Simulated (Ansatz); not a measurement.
# AlH (singlet): from Hartree-Fock to the top rungs, cc-pVQZ

The task here is to estimate one member of a computed series from the others.

Computed with Ansatz 0.2.0, Gaussian basis. Level: cc-pVQZ, core rule «outside noble gas», up to 5 orbitals frozen.

The runs, in order: UHF; CCSD(T) on RHF; CCSD(T) on UHF; BCCD(T) on RHF; CCSDT(Q) on RHF; CCSDT(Q) on UHF; CASSCF and MRCISD+Q, 4 electrons in 5 orbitals; CASSCF and NEVPT2, 4 electrons in 5 orbitals; Full CI.

15 further runs of the same task are left out: 4 for a known fault of the program, 4 that didn't finish, 7 set aside as unsound or not needed.

## What is computed

The geometry is a PBE0/def2-TZVP stationary point (not a proven minimum) of the parent state, kept for this charge and spin.

2 atoms, charge 0, spin multiplicity 1.

Atoms are counted from 1 here; the program's logs count them from 0.

Bond lengths: Al1–H2 1.605 Å.

Set-up of the first run:

in.yaml

```yaml
crystal:
  periodic: [false, false, false]
  atoms:
    - {symbol: Al, position_ang: [0.000000, 0.000000, 0.000000]}
    - {symbol: H, position_ang: [0.000000, 0.000000, 1.604550]}
basis:
  gaussian: {orbitals: cc-pVQZ}
magnetization: {spin_polarized: true, initial_magnetization: 0}
hamiltonian: {xc: hf}
output: {orbitals: {seedname: orbitals}}
```

On the command line:

```sh
> ansatz run in.yaml --threads 1 --pin off --events-out ev --progress --plain --max-ram 2393MiB
```

Steps of the session up to this table: UHF; CCSD(T) on RHF; CCSD(T) on UHF; BCCD(T) on RHF; CCSDT(Q) on RHF; CCSDT(Q) on UHF; CASSCF and MRCISD+Q, 4 electrons in 5 orbitals; CASSCF and NEVPT2, 4 electrons in 5 orbitals; Full CI.

One table of the session follows, with a row left open; its other results are not shown here.

| method | from FCI (meV) |
| --- | --- |
| RHF | +2357.5 |
| UHF | +2338.3 |
| RMP2 | +564.9 |
| RCCSD | +53.6 |
| RCCSD(T) | +11.4 |
| BCCD(T) | +11.4 |
| RCCSDT | +1.8 |
| RCCSDT(Q) | +0.3 |
| CASSCF valence | +1122.2 |
| NEVPT2 valence | ? |
| MRCISD valence | +42.1 |
| MRCISD+Q valence | +11.9 |
| FCI | 0 |

**Question.** Estimate the row for NEVPT2 valence.

The run gave: from FCI (meV): +383.3. In the column «from FCI (meV)» it lies between RCCSD (+53.6) and RMP2 (+564.9).

Not comparable, so not listed: CCSD(T) on UHF; CCSDT(Q) on UHF (they don't share determinant, frozen orbitals or solution with the rows shown, or repeat one).
